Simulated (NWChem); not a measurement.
System: acetonitrile (C$_{2}$H$_{3}$N); SMILES C(#N)C

Here is an NWChem input.

```
start job
memory heap 200 mb stack 900 mb global 1100 mb
geometry units angstroms noautoz
  C      0.000000     0.000000    -1.162534
  C      0.000000     0.000000     0.290673
  N      0.000000     0.000000     1.447563
  H      1.019593     0.155513    -1.542979
  H     -0.375118    -0.960750    -1.542979
  H     -0.644475     0.805237    -1.542979
end
basis spherical
  C library def2-tzvpp
  N library def2-tzvpp
  H library def2-tzvpp
end
dft
  xc xpbe96 cpbe96
  iterations 150
  mulliken
end
task dft gradient
```

Excerpt of the output:

```
             Northwest Computational Chemistry Package (NWChem) 7.3.0
             --------------------------------------------------------

 C3V symmetry detected

                             Geometry "geometry" -> ""
                             -------------------------

 Output coordinates in angstroms (scale by  1.889725989 to convert to a.u.)

  No.       Tag          Charge          X              Y              Z
 ---- ---------------- ---------- -------------- -------------- --------------
    1 C                    6.0000     0.00000000     0.00000000    -1.17493573
    2 C                    6.0000    -0.00000000    -0.00000000     0.27827127
    3 N                    7.0000    -0.00000000    -0.00000000     1.43516127
    4 H                    1.0000     0.72929908     0.72929908    -1.55538073
    5 H                    1.0000     0.26694199    -0.99624107    -1.55538073
    6 H                    1.0000    -0.99624107     0.26694199    -1.55538073

 Effective nuclear repulsion energy (a.u.)      58.4295723247

      Symmetry information
      --------------------

 Group name             C3v
 Group number             17
 Group order               6
 No. of unique centers     4

  pbe96 is a nonlocal functional; adding pw91lda local functional.

                                 NWChem DFT Module
                                 -----------------

 Summary of "ao basis" -> "ao basis" (spherical)
 ------------------------------------------------------------------------------
       Tag                 Description            Shells   Functions and Types
 ---------------- ------------------------------  ------  ---------------------
 C                         def2-tzvpp               11       31   5s3p2d1f
 N                         def2-tzvpp               11       31   5s3p2d1f
 H                         def2-tzvpp                6       14   3s2p1d

      Symmetry analysis of basis
      --------------------------

        a1         46
        a2          7
        e          82

  Rotation of axis

            General Information
            -------------------
          SCF calculation type: DFT
          Wavefunction type:  closed shell.
          No. of atoms     :     6
          No. of electrons :    22
           Alpha electrons :    11
            Beta electrons :    11
          Charge           :     0
          Spin multiplicity:     1
          Use of symmetry is: on ; symmetry adaption is: on
          Maximum number of iterations: 150
          AO basis - number of functions:   135
                     number of shells:    51
          Convergence on energy requested:  1.00D-06
          Convergence on density requested:  1.00D-05
          Convergence on gradient requested:  5.00D-04

              XC Information
              --------------
          PerdewBurkeErnzerhof Exchange Functional  1.000
            Perdew 1991 LDA Correlation Functional  1.000 local
           PerdewBurkeErnz. Correlation Functional  1.000 non-local

             Grid Information
             ----------------
          Grid used for XC integration:  medium
          Radial quadrature: Mura-Knowles
          Angular quadrature: Lebedev.
          Tag              B.-S. Rad. Rad. Pts. Rad. Cut. Ang. Pts.
          ---              ---------- --------- --------- ---------
          C                   0.70       49           8.0       434
          N                   0.65       49          10.0       434
          H                   0.35       45           9.0       434
          Grid pruning is: on
          Number of quadrature shells:   192
          Spatial weights used:  Erf1

      Superposition of Atomic Density Guess
      -------------------------------------

 Sum of atomic energies:        -131.15363582

      Non-variational initial energy
      ------------------------------

 Total energy =    -132.611762
 1-e energy   =    -291.070911
 2-e energy   =     100.029577
 HOMO         =      -0.420165
 LUMO         =       0.049392

      Symmetry analysis of molecular orbitals - initial
      -------------------------------------------------

  Numbering of irreducible representations:

     1 a1          2 a2          3 e

  Orbital symmetries:

     1 a1          2 a1          3 a1          4 a1          5 a1
     6 a1          7 e           8 e           9 a1         10 e
    11 e          12 e          13 e          14 a1         15 a1
    16 e          17 e          18 a1         19 e          20 e
    21 a1

     ---------------------------------------------
      Total Density - Mulliken Population Analysis
     ---------------------------------------------

    Atom       Charge   Shell Charges
 -----------   ------   -------------------------------------------------------
    1 C    6     6.31   0.86  1.12  0.54  0.61  0.12  1.23  1.39  0.39  0.01  0.03  0.00
    2 C    6     5.55   0.86  1.12  0.59  0.53  0.08  1.03  0.99  0.24  0.03  0.05  0.02
    3 N    7     7.71   0.82  1.15  0.63  0.93  0.26  1.52  1.65  0.71  0.01  0.03  0.00
    4 H    1     0.81   0.23  0.41  0.13  0.01  0.02  0.00
    5 H    1     0.81   0.23  0.41  0.13  0.01  0.02  0.00
    6 H    1     0.81   0.23  0.41  0.13  0.01  0.02  0.00

[...]

                         DFT ENERGY GRADIENTS

    atom               coordinates                        gradient
                 x          y          z           x          y          z
   1 C       0.000000   0.000000  -2.220307    0.000000   0.000000   0.000898
   2 C      -0.000000  -0.000000   0.525856   -0.000000   0.000000   0.012029
   3 N      -0.000000  -0.000000   2.712062    0.000000   0.000000  -0.012647
   4 H       1.378175   1.378175  -2.939243    0.000572   0.000572  -0.000093
   5 H       0.504447  -1.882623  -2.939243    0.000209  -0.000781  -0.000093
   6 H      -1.882623   0.504447  -2.939243   -0.000781   0.000209  -0.000093
```

Level: PBE/def2-TZVPP. All runs use the structure optimised with PBE0/def2-SVP.
